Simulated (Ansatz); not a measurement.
We consider CdCl2 (R-3m, No. 166), described by LDA (PAW; Ansatz, an electronic-structure program).

From the output:

```
Relaxation: its limit of steps is 80 (relax.max_steps)
Crystal: 3 atoms, lattice volume = 71.081 Å³
Basis set: ecut = 520 eV, 1905 PW (Γ), FFT grids on a1−a3, a2−a3, a3, exchange–correlation on 60×60×96 points (8 copies of the dense FFT grid, shifted against one another)
Bands: 21, of which v1, the nominal top of the filled ones, is band 17 counted from 1 (16 counted from 0)
Symmetry: 12 space group operations
Space group: R-3m (ITA 166), of the structure as read, at distance tolerance 4.1e-5 Å
k-points: 116 of 1000
Initial density: superposition of atomic densities (chi_scale 0.1, normalization cell, long waves kept (reshape's long-wave potential 0.17 eV rms))
Functional: x = slater, c = lda
SCF iter   1: F=—  HF=-10211.214772 eV  |F-HF|=—  |Δ(HF+E_count)|=         —  Δρ=7.01e-2  dr2=5.79e0
SCF iter   2: F=—  HF=-10209.394157 eV  |F-HF|=—  |Δ(HF+E_count)|=    1.82e0  Δρ=1.69e-2  dr2=3.56e-1
  ...
SCF 1 converged in 8 iterations: F = -10209.264473 eV  dr2 = 2.99e-8
Crystal: 3 atoms, lattice volume = 71.081 Å³
Basis set: ecut = 520 eV, 1881 PW (Γ), FFT grids on a1−a3, a2−a3, a3, exchange–correlation on 60×60×96 points (8 copies of the dense FFT grid, shifted against one another)
Initial density: handed on by an earlier stage of this run
SCF 2 converged in 6 iterations: F = -10209.266190 eV  dr2 = 1.18e-8
Crystal: 3 atoms, lattice volume = 71.081 Å³
SCF 3 converged in 5 iterations: F = -10209.267752 eV  dr2 = 6.25e-8
Crystal: 3 atoms, lattice volume = 71.081 Å³
SCF 4 converged in 4 iterations: F = -10209.267829 eV  dr2 = 1.29e-8
Crystal: 3 atoms, lattice volume = 71.081 Å³
Basis set: ecut = 520 eV, 1869 PW (Γ), FFT grids on a1−a3, a2−a3, a3, exchange–correlation on 60×60×96 points (8 copies of the dense FFT grid, shifted against one another)
SCF 5 converged in 5 iterations: F = -10209.267853 eV  dr2 = 5.56e-10
Crystal: 3 atoms, lattice volume = 71.081 Å³
SCF iter   5: F=—  HF=-10209.267852 eV  |F-HF|=—  |Δ(HF+E_count)|=  2.55e-11  Δρ=2.11e-7  dr2=4.21e-11
SCF iter   6: F=-10209.267852 eV  HF=-10209.267852 eV  |F-HF|=0.00e0  |Δ(HF+E_count)|=  7.28e-12  Δρ=5.82e-8  dr2=2.43e-12
SCF 6 converged in 6 iterations: F = -10209.267852 eV  dr2 = 2.43e-12
SCF converged after 6 iterations
Free energy (F): -10209.267852 eV
Internal energy: -10209.267852 eV  (E = F + TS)
E sigma→0 (E₀):  -10209.267852 eV
Fermi energy:    5.976900 eV
--- Stress (GPa, compression-positive) ---
       -0.370328       0.000000      -0.000000
        0.000000      -0.370328       0.000000
       -0.000000       0.000000      -0.370320
  P = ⅓ Tr σ = -0.3703 GPa (-3.703 kbar)
```

### Question
Write an input file that could have produced this run (the log leaves some choices open).

### Answer
One answer among several that fit: 
Ansatz 0.2 input:
```yaml
crystal:
  lattice:
    - [1.8961370826, 1.0947354109, 5.7071739101]
    - [-1.8961370826, 1.0947354109, 5.7071739101]
    - [0.0, -2.1894703544, 5.7071739997]
  atoms:
    - { symbol: Cd, position: [0.0, 0.0, 0.0] }
    - { symbol: Cl, position: [0.7498872929, 0.7498872929, 0.7498872929] }
    - { symbol: Cl, position: [0.2501127071, 0.2501127071, 0.2501127071] }
basis:
  ecutwfc: 520
  ecutrho_ratio: 4
  xc_grid: 2
kpoints:
  mp_grid: { grid: [10, 10, 10] }
hamiltonian:
  xc: lda
  dispersion: none
  pseudopotentials: { azcp: { folder: ./paw }, kind: paw }
scf:
  occupations: { method: fermi_dirac, width: 0.01 }
output:
  forces: true
  stress: true
  eigenvalues: true
relax:
  f_tol: 0.004
  escape_saddle: false
  max_steps: 80
  cell: { stress_tol: 0.02, fix: [volume] }
```

The cell is one volume of an energy–volume scan, off the minimum.

The PAW data were made under PBE.

Note: LDA has no dispersion term either, though it tends to give short spacings of layers, chains or molecules. Note: the cell has widely spaced layers and the level no dispersion term, so their spacing and the moduli can rest on weak binding.

It cost very roughly 60 core-seconds of CPU time.
